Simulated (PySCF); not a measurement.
# (H2B-mu-H)3: geometry, NMR shifts, electronic excitations, spin-spin couplings and core binding energies, part 2 of 2

PySCF 2.14.0. Atoms count from 0.

**5. Indirect couplings: B3LYP/pcJ-1**

Job settings and geometry (Å):

```
{"job": {"kind": "j", "xc": "B3LYP", "basis": "pcJ-1"}, "charge": 0, "multiplicity": 1}
B      0.101342     0.758414    -0.847485
H      1.188135     1.245705    -1.014271
H     -0.794365     1.069333    -1.595346
H     -0.217979     1.320292     0.305456
B     -0.566617     0.238174     0.933294
H     -1.689631    -0.145120     0.766684
H     -0.308687     0.761278     1.995880
H      0.390076    -0.614961     1.146951
B      0.490855    -1.039963    -0.103305
H      1.691465    -1.130696    -0.108569
H     -0.164136    -2.044094    -0.234766
H     -0.004988    -0.501102    -1.193522
```

Level: B3LYP/pcJ-1 indirect spin-spin coupling, non-relativistic, gas phase.

Log:

```text
coarse grid: 8840 points
cycle   1  E = -79.8826772264  dE = -5.222e-02  |g| = 2.285e-01  |ddm| = 2.387e+00
cycle   2  E = -79.8933290969  dE = -1.065e-02  |g| = 1.417e-01  |ddm| = 4.024e-01
cycle   3  E = -79.8994686839  dE = -6.140e-03  |g| = 4.100e-02  |ddm| = 1.592e-01
cycle   4  E = -79.8999825535  dE = -5.139e-04  |g| = 6.572e-03  |ddm| = 5.038e-02
cycle   5  E = -79.8999951260  dE = -1.257e-05  |g| = 8.647e-04  |ddm| = 9.104e-03
cycle   6  E = -79.8999953286  dE = -2.026e-07  |g| = 3.969e-04  |ddm| = 1.375e-03
final grid: 81976 points
cycle   7  E = -79.9185646111  dE = -6.097e-05  |g| = 2.532e-03  |ddm| = 2.463e-02
cycle   8  E = -79.9185651018  dE = -4.907e-07  |g| = 1.096e-03  |ddm| = 3.738e-03
cycle   9  E = -79.9185653877  dE = -2.859e-07  |g| = 6.001e-04  |ddm| = 1.762e-03
cycle  10  E = -79.9185655015  dE = -1.138e-07  |g| = 2.938e-05  |ddm| = 6.220e-04
cycle  11  E = -79.9185655018  dE = -2.545e-10  |g| = 9.151e-06  |ddm| = 4.785e-05
converged SCF energy = -79.9185655018

Indirect spin-spin couplings (Hz)
  i      j    bonds     total        FC       PSO       DSO        SD
  0 B    1 H    1    147.763   147.446    -0.451     0.450     0.318
  0 B    2 H    1    131.654   131.329    -0.382     0.434     0.272
  0 B    3 H    1     56.168    55.154     0.075     0.863     0.076
  0 B    4 B    2     -5.097    -4.893    -0.366     0.102     0.060
  0 B    5 H    3     -1.113    -1.066     0.120    -0.118    -0.049
  0 B    6 H    3     11.960    11.970     0.256    -0.307     0.042
  0 B    7 H    3     -2.307    -2.705     0.382    -0.096     0.113
  0 B    8 B    2     -5.916    -5.834    -0.290     0.101     0.106
  0 B    9 H    3      0.889     0.990     0.038    -0.098    -0.041
  0 B   10 H    3      8.623     8.661     0.262    -0.312     0.012
  0 B   11 H    1     57.280    56.200     0.114     0.862     0.103
  1 H    2 H    2     -6.023    -5.980     1.937    -1.980         -
  1 H    3 H    2    -13.765   -13.833     0.147    -0.079         -
  1 H    4 B    3      4.184     4.213     0.274    -0.276    -0.027
  1 H    5 H    4      8.000     8.050     1.463    -1.514         -
  1 H    6 H    4     -1.507    -1.422     0.637    -0.722         -
  1 H    7 H    4      0.305     0.368     0.493    -0.556         -
  1 H    8 B    3     -0.140    -0.052     0.044    -0.087    -0.045
  1 H    9 H    4      7.177     7.229    -0.395     0.342         -
  1 H   10 H    4      2.353     2.434     1.316    -1.397         -
  1 H   11 H    2     -3.080    -3.115     1.109    -1.075         -
  2 H    3 H    2    -12.470   -12.506     0.478    -0.441         -
  2 H    4 B    3      5.398     5.493     0.089    -0.165    -0.019
  2 H    5 H    4      2.146     2.222    -0.077     0.001         -
  2 H    6 H    4     -2.744    -2.662     1.151    -1.233         -
  2 H    7 H    4     15.595    15.636     1.469    -1.511         -
  2 H    8 B    3      9.815     9.844     0.264    -0.313     0.020
  2 H    9 H    4      0.590     0.677     1.263    -1.350         -
  2 H   10 H    4     -1.274    -1.180     0.668    -0.762         -
  2 H   11 H    2    -17.781   -17.834    -0.393     0.446         -
  3 H    4 B    1     54.086    52.890     0.232     0.852     0.112
  3 H    5 H    2      4.681     4.611     1.254    -1.184         -
  3 H    6 H    2    -15.907   -15.965    -0.378     0.436         -
  3 H    7 H    2     29.199    28.968     0.999    -0.769         -
  3 H    8 B    3     -1.914    -2.388     0.504    -0.160     0.129
  3 H    9 H    4      0.910     0.975     0.804    -0.869         -
  3 H   10 H    4     11.768    11.810     1.415    -1.457         -
  3 H   11 H    2     31.501    31.334     1.600    -1.433         -
  4 B    5 H    1    163.402   163.101    -0.525     0.488     0.338
  4 B    6 H    1    117.627   117.261    -0.288     0.435     0.219
  4 B    7 H    1     54.832    53.671     0.217     0.840     0.104
  4 B    8 B    2     -4.689    -4.483    -0.377     0.105     0.066
  4 B    9 H    3      5.478     5.512     0.282    -0.307    -0.009
  4 B   10 H    3      3.564     3.676     0.042    -0.124    -0.029
  4 B   11 H    3     -5.369    -5.615     0.159     0.007     0.080
  5 H    6 H    2    -13.530   -13.480     1.855    -1.905         -
  5 H    7 H    2      7.816     7.760     1.434    -1.378         -
  5 H    8 B    3     -2.059    -1.998     0.072    -0.084    -0.050
  5 H    9 H    4      8.337     8.396     1.450    -1.509         -
  5 H   10 H    4      4.018     4.077    -0.289     0.230         -
  5 H   11 H    4      6.970     7.010    -0.087     0.047         -
  6 H    7 H    2    -15.638   -15.692    -0.480     0.534         -
  6 H    8 B    3     12.331    12.337     0.270    -0.324     0.048
  6 H    9 H    4     -1.484    -1.402     0.727    -0.809         -
  6 H   10 H    4     -2.549    -2.459     1.147    -1.236         -
  6 H   11 H    4     27.629    27.680     1.524    -1.575         -
  7 H    8 B    1     56.277    55.275     0.076     0.857     0.069
  7 H    9 H    2    -16.391   -16.454    -0.101     0.164         -
  7 H   10 H    2     -9.820    -9.846     0.744    -0.719         -
  7 H   11 H    2     32.535    32.377     1.633    -1.475         -
  8 B    9 H    1    142.950   142.627    -0.429     0.448     0.304
  8 B   10 H    1    136.186   135.863    -0.403     0.444     0.282
  8 B   11 H    1     57.272    56.202     0.111     0.868     0.091
  9 H   10 H    2     -5.315    -5.275     1.932    -1.972         -
  9 H   11 H    2     -5.683    -5.714     1.016    -0.984         -
 10 H   11 H    2    -17.486   -17.544    -0.319     0.377         -
```

It took 17 s on 1 thread of Intel Xeon at 2.70GHz, shared host; peak memory 0.72 GiB.

Couplings of 1 Hz or more, nine at most for each number of bonds, with means over like pairs (isotopes 11B, 1H):

```csv
pair,bonds,J (Hz),Fermi contact (Hz)
B0–H1,1,139.9,139.6
B0–H3,1,56.0,54.9
H3–H7,2,31.1,30.9
H1–H3,2,-9.6,-9.7
H1–H2,2,-8.3,-8.2
B0–B4,2,-5.2,-5.1
B0–H5,3,4.9,5.0
B0–H7,3,-3.2,-3.6
H1–H7,4,10.5,10.6
H1–H5,4,1.9,2.0
```

The spin-dipole term was solved for some atoms only; pairs without it lack that part.

Quadrupole couplings from the field gradients of the same density:

```csv
atom,isotope,eQq/h (MHz),η
B8,11B,-2.438,0.55
B0,11B,-2.437,0.54
B4,11B,-2.254,0.67
```

**6. NMR shieldings: KT2/pcSseg-1**

Settings changed since step 5:

```diff
@@ -1,2 +1,2 @@
-{"job": {"kind": "j", "xc": "B3LYP", "basis": "pcJ-1"}, "charge": 0, "multiplicity": 1}
+{"job": {"kind": "nmr", "xc": "KT2", "basis": "pcSseg-1", "pop": false}, "charge": 0, "multiplicity": 1}
 B      0.101342     0.758414    -0.847485
```

Level: GIAO KT2/pcSseg-1 NMR shielding, non-relativistic, gas phase.

Log:

```text
coarse grid: 8840 points
cycle   1  E = -81.3798540718  dE = -1.033e-01  |g| = 2.638e-01  |ddm| = 2.800e+00
cycle   2  E = -81.3835964285  dE = -3.742e-03  |g| = 2.592e-01  |ddm| = 6.305e-01
cycle   3  E = -81.4065347864  dE = -2.294e-02  |g| = 5.046e-02  |ddm| = 3.292e-01
cycle   4  E = -81.4073812677  dE = -8.465e-04  |g| = 3.726e-03  |ddm| = 8.474e-02
cycle   5  E = -81.4073848351  dE = -3.567e-06  |g| = 2.035e-03  |ddm| = 8.705e-03
final grid: 81976 points
cycle   6  E = -81.4009749595  dE = -6.561e-05  |g| = 5.818e-03  |ddm| = 4.935e-02
cycle   7  E = -81.4009693299  dE =  5.630e-06  |g| = 7.061e-03  |ddm| = 1.414e-02
cycle   8  E = -81.4009864975  dE = -1.717e-05  |g| = 5.334e-04  |ddm| = 8.883e-03
cycle   9  E = -81.4009865966  dE = -9.912e-08  |g| = 6.905e-05  |ddm| = 9.518e-04
cycle  10  E = -81.4009865976  dE = -1.020e-09  |g| = 4.240e-05  |ddm| = 1.244e-04
cycle  11  E = -81.4009865983  dE = -6.424e-10  |g| = 4.002e-06  |ddm| = 6.062e-05
converged SCF energy = -81.4009865983

GIAO shielding tensors (ppm)
atom      isotropic    diamagn.    paramagn.     s11        s22        s33       span
  0 B      138.284     201.429     -63.145    126.964    134.652    153.237     26.273
  1 H       29.772      30.055      -0.283     25.735     27.285     36.297     10.562
  2 H       28.645      29.756      -1.111     25.823     26.743     33.370      7.548
  3 H       32.812      31.994       0.818     29.661     31.562     37.213      7.552
  4 B      141.300     201.060     -59.760    119.396    146.985    157.518     38.122
  5 H       30.311      30.567      -0.256     26.307     26.874     37.752     11.446
  6 H       27.807      28.749      -0.942     25.395     26.900     31.128      5.734
  7 H       32.043      32.078      -0.035     28.656     30.982     36.492      7.837
  8 B      139.432     201.857     -62.426    128.824    135.660    153.811     24.987
  9 H       29.445      29.935      -0.490     25.669     27.037     35.630      9.961
 10 H       28.844      29.910      -1.066     25.901     26.637     33.994      8.093
 11 H       31.100      32.803      -1.704     28.660     29.131     35.507      6.847
```

It took 9.3 s on 1 thread of Intel Xeon at 2.70GHz, shared host; peak memory 0.45 GiB.

Key values: δ B0 -39.8, H1 2.04, H3 -0.81 ppm (means over like atoms).

**7. Core-electron binding energies: SCAN, X2C**

Settings changed since step 6:

```diff
@@ -1,2 +1,2 @@
-{"job": {"kind": "nmr", "xc": "KT2", "basis": "pcSseg-1", "pop": false}, "charge": 0, "multiplicity": 1}
+{"job": {"kind": "xps", "metal_2p": true}, "charge": 0, "multiplicity": 1}
 B      0.101342     0.758414    -0.847485
```

Level: delta-SCF UKS SCAN, pcX-2 on the ionised atom (unc-x2c-TZVPall on a metal), pcseg-1 elsewhere, spin-free X2C.

Log:

```text
ground state, core basis on atom 0 (B), 118 functions
  cycle   1  E = -79.84338683  |g| = 2.28e-01
  cycle   2  E = -79.85100074  |g| = 1.91e-01
  cycle   3  E = -79.86233931  |g| = 4.32e-02
  cycle   4  E = -79.86293627  |g| = 6.94e-03
  cycle   5  E = -79.86295036  |g| = 1.93e-03
  cycle   6  E = -79.86295215  |g| = 8.47e-04
  cycle   7  E = -79.86295158  |g| = 8.78e-05
  E(ground) = -79.86438165 Eh
hole in B 1s of atom 0
  cycle   1  E = -72.23872093  |g| = 1.17e+00
  cycle   2  E = -71.24847570  |g| = 1.70e+00
  cycle   3  E = -72.59417371  |g| = 2.98e-01
  cycle   4  E = -72.64616320  |g| = 1.09e-01
  cycle   5  E = -72.65451948  |g| = 2.29e-02
  cycle   6  E = -72.65483024  |g| = 7.82e-03
  cycle   7  E = -72.65487737  |g| = 2.99e-03
  cycle   8  E = -72.65488632  |g| = 1.37e-03
  cycle   9  E = -72.65488829  |g| = 4.96e-04
  E(ion) = -72.65714172 Eh   <S^2> = 0.7735   hole on atom = 1.000   binding energy = 196.119 eV
```

It took 6.3 s on 1 thread of Intel Xeon at 2.70GHz, shared host; peak memory 0.45 GiB.

The holes in one table. −ε is the ground-state orbital energy:

```csv
hole,stands for,environment,ΔSCF (eV),−ε (eV),⟨S²⟩
B1s on B0,"B0, B4, B8",boron bonded to 4 H,196.12,180.5,0.774
```

Each hole run stands for the others of its class of like atoms.

**8. Side by side: NMR shifts**

Shifts (ppm), means over like atoms, with basis size and wall time:

```csv
run,H1,H3,B0,functions,time
PBE0/pcSseg-1,2.05,-0.87,-39.1,96,12 s
KT2/pcSseg-1,2.04,-0.81,-39.8,96,9.3 s
```

**9. Outcome**

The summary covers parts 1 to 2.

| quantity | value |
| --- | --- |
| point group | C1 |
| rotational constants (main isotopes) | 12.74, 12.50, 7.61 GHz |
| ¹H shifts against TMS (PBE0/pcSseg-1, means over atoms taken as alike) | 2.05, -0.87 ppm |
| ¹¹B shifts against BF3·OEt2 (PBE0/pcSseg-1, means over atoms taken as alike) | -39.1 ppm |
| surface potential, 1st and 99th percentile | -0.27 V and 1.16 V |
| lowest singlet (CAM-B3LYP/def2-SVPD) | 8.57 eV (145 nm), f = 0.007 |
| brightest single state of those computed | state 7, 9.35 eV, f = 0.066 |
| lowest triplet | 8.17 eV |
| vertical ionisation energy (ΔSCF) | 11.90 eV |
| largest coupling of the table (B3LYP/pcJ-1) | ¹J(B,H) B0–H1, 139.9 Hz |
| B1s binding energies, SCAN/pcX-2 | B0 196.12 eV |
| range of the shift of B0 | -39.8 to -39.1 ppm |

What this shows: The start was shaken at random, so part of the energy gained undoes that. The optimisation took 25 steps and gained 1.068 eV; among the close pairs (by a distance rule), H7–B8 changed most, from 1.204 to 1.324 Å. At PBE0/pcSseg-1: The largest span, 30 ppm, is at B0, B4, B8, where the paramagnetic term is -59 ppm. The first singlet state (HOMO→LUMO+3 0.43, HOMO→LUMO 0.41) lies at 8.57 eV and is weak; of the 10 states computed, the strongest absorption comes from state 7 at 9.35 eV (the last state computed is bright too, and its partners may lie past the list). The lowest triplet lies 0.39 eV below the lowest singlet (triplets in Tamm-Dancoff, singlets in full TDDFT). ΔSCF puts the ionisation energy at 11.90 eV, 1.06 eV above −ε(HOMO). In the run at B3LYP/pcJ-1, the largest coupling of the table is B0–H1 (mean over like pairs), 139.9 Hz, of which the Fermi-contact term gives 139.6 Hz. Across the 2 runs the shift of B0 (with its like atoms) moves most, between -39.8 (KT2/pcSseg-1) and -39.1 ppm (PBE0/pcSseg-1). Most of that comes from the computed reference, not from the atom's own shielding.
